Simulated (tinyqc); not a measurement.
Geometry optimisation on the UHF/sto-6g surface (energies and gradients from PySCF), for NH3+, spin multiplicity 2, step by step. One step of it, computed by the program tinyqc.

Task: Step 1: move. Steepest descent, p = -g / 0.6; steps longer than 0.1 bohr are cut back (factor 0.206 here).

positions at the start (bohr), order 1N, 2H, 3H, 4H:
```
[[0.001890, -0.109604, 0.600933],
 [1.768784, -0.141729, 0.058582],
 [-0.814472, 1.390838, -0.071810],
 [-0.939194, -1.405956, -0.037795]]
```

gradient (hartree/bohr), order 1N, 2H, 3H, 4H:
```
[[-0.05858008, -0.08541866, -0.05863924],
 [-0.09957968, 0.00771283, 0.00205516],
 [0.04624633, -0.10415402, 0.00827585],
 [0.11191342, 0.18185984, 0.04830823]]
```

Give: positions after step 1.

Result:

positions after step 1 (bohr), order 1N, 2H, 3H, 4H:
```
[[0.022, -0.080, 0.621],
 [1.803, -0.144, 0.058],
 [-0.830, 1.427, -0.075],
 [-0.978, -1.468, -0.054]]
```
